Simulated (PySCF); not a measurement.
Compound: C3H3FO2.
SMILES: `F[C@@H]1COC1=O`

Computed, not measured: PBE0-D3(BJ)/def2-SVP geometry optimisation, gas phase (PySCF 2.14.0).

Take the most abundant isotopes and a rigid rotor. 

Question: What are A, B and C (GHz)?

Answer: Ia = 89.80, Ib = 127.58, Ic = 201.54 u·Å²; 505379 MHz·u·Å²/I gives 5628, 3961 and 2508 MHz, that is A = 5.6277, B = 3.9614, C = 2.5076 GHz.

Question: What kind of rotor is it?

Answer: An asymmetric top; Ray's κ = -0.068.

Question: What does the inertial defect say?

Answer: Not planar: Δ = Ic − Ia − Ib = -15.84 u·Å². For a rigid frame Δ = −2 Σ m c², so Σ m c² = 7.92 u·Å² lies off the ab plane: 3.85 from hydrogen and 4.07 from heavier atoms. The atom farthest from that plane is 1.54 Å away.

Question: Where do the levels up to J = 3 lie, in MHz?

Answer: Above 0(0,0):
J = 1: 1(0,1) 6469, 1(1,1) 8135, 1(1,0) 9589
J = 2: 2(0,2) 18785, 2(1,2) 19619, 2(1,1) 23981, 2(2,1) 28980, 2(2,0) 29602
J = 3: 3(0,3) 36210, 3(1,3) 36513, 3(1,2) 45050, 3(2,2) 48387, 3(2,1) 50990, 3(3,1) 60685, 3(3,0) 60871
Those of J = 1 are B + C, A + C and A + B.

Question: Predict some low-J microwave lines.

Answer: The dipole components are |μa| = 2.43 D, |μb| = 2.44 D, |μc| = 1.29 D. The squared components, which scale the intensities, stand as 1.00 : 1.00 : 0.28 (a : b : c). Some lines, for components of 0.1 D or more:

| type | branch | J(Ka,Kc) | MHz | lower level (cm⁻¹) |
| --- | --- | --- | --- | --- |
| c | Q | 3(2,2) ← 3(1,2) | 3336 | 1.503 |
| b | Q | 3(2,1) ← 3(1,2) | 5940 | 1.503 |
| c | Q | 4(3,2) ← 4(2,2) | 7552 | 2.665 |
| b | R | 1(1,1) ← 0(0,0) | 8135 | 0.000 |
| b | Q | 4(3,1) ← 4(2,2) | 8688 | 2.665 |
| b | Q | 2(2,1) ← 2(1,2) | 9360 | 0.654 |
| c | R | 1(1,0) ← 0(0,0) | 9589 | 0.000 |
| b | Q | 5(2,3) ← 5(1,4) | 11606 | 3.470 |
| a | R | 2(0,2) ← 1(0,1) | 12316 | 0.216 |
| b | Q | 5(4,1) ← 5(3,2) | 13334 | 4.144 |
| b | Q | 4(4,0) ← 4(3,1) | 14963 | 2.954 |
| b | R | 3(0,3) ← 2(1,2) | 16591 | 0.654 |
| a | R | 3(1,3) ← 2(1,2) | 16894 | 0.654 |
| c | Q | 5(5,1) ← 5(4,1) | 19931 | 4.589 |
| a | R | 4(1,4) ← 3(1,3) | 22095 | 1.218 |
| c | R | 3(1,2) ← 2(0,2) | 26266 | 0.627 |
| a | R | 4(1,3) ← 3(1,2) | 26960 | 1.503 |
| c | R | 3(2,1) ← 2(1,1) | 27009 | 0.800 |
| b | R | 5(1,5) ← 4(0,4) | 27270 | 1.952 |
| c | R | 4(3,2) ← 3(2,2) | 39047 | 1.614 |
| c | R | 5(3,2) ← 4(2,2) | 44349 | 2.665 |

Question: Estimate the classical rotational partition function at 25 K, 100 K and 200 K.

Answer: Point group C1, symmetry number σ = 1; q = (√π/σ)·√((kT/h)³/(ABC)), k/h = 20836.6 MHz/K: 2820 at 25 K, 22500 at 100 K, 63800 at 200 K.

PBE0-D3(BJ)/def2-SVP frequencies: not computed here. These are rigid-rotor constants of the computed structure; measured ground-state constants (B0) also hold zero-point vibration.
